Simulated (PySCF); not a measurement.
Spectrum to structure. The calculation used TDDFT wB97X-D/def2-SVPD, vertical, gas phase, core orbitals frozen in the response (PySCF). Geometries: PBE0-D3(BJ)/def2-SVP, one conformer each.

| state | E (eV) | λ (nm) | f |
| --- | --- | --- | --- |
| S1 | 7.44 | 166.5 | 0.032 |
| S2 | 7.92 | 156.5 | 0.0042 |
| S3 | 8.19 | 151.3 | 0.0005 |
| S4 | 8.35 | 148.5 | 0.0037 |
| S5 | 8.46 | 146.5 | 0.0030 |
| S6 | 8.77 | 141.3 | 0.015 |
| S7 | 8.82 | 140.5 | 0.073 |
| S8 | 8.97 | 138.2 | 0.043 |
| S9 | 9.15 | 135.5 | 0.0074 |
| S10 | 9.29 | 133.5 | 0.023 |

**Question.** Which candidate is it? All have the formula C4H8O2.
A. `CC(C)OC=O` (isopropyl formate)
B. `C[C@H]1COCO1` (4-methyl-1,3-dioxolane)
C. `CC(C)C(=O)O` (isobutyric acid)

**Answer.** B. Its S1, at 7.44 eV, is the highest among the candidates; the nearest of the others has S1 at 5.94 eV. S1 is HOMO→LUMO (66%), HOMO→LUMO+1 (25%). Löwdin shares by element: HOMO oxygen 56%, carbon 13% or more, hydrogen 8% or more (atoms not listed hold the other 23%); LUMO carbon 38% or more, hydrogen 9% or more (atoms not listed hold the other 52%). At the same level the other candidates give, for their lowest levels:
- `CC(C)OC=O`: 5.94 eV (f 0.002); 8.15 eV (f 0.113); 8.48 eV (f 0.001); 8.52 eV (f 0.067); 9.05 eV (f 0.009); T1 5.44 eV; HOMO -10.23, LUMO 1.94 eV
- `CC(C)C(=O)O`: 5.91 eV (f 0.001); 7.77 eV (f 0.054); 8.59 eV (f 0.079); 8.78 eV (f 0.002); 8.80 eV (f 0.029); T1 5.42 eV; HOMO -10.04, LUMO 1.83 eV
Triplets come from the Tamm–Dancoff approximation.
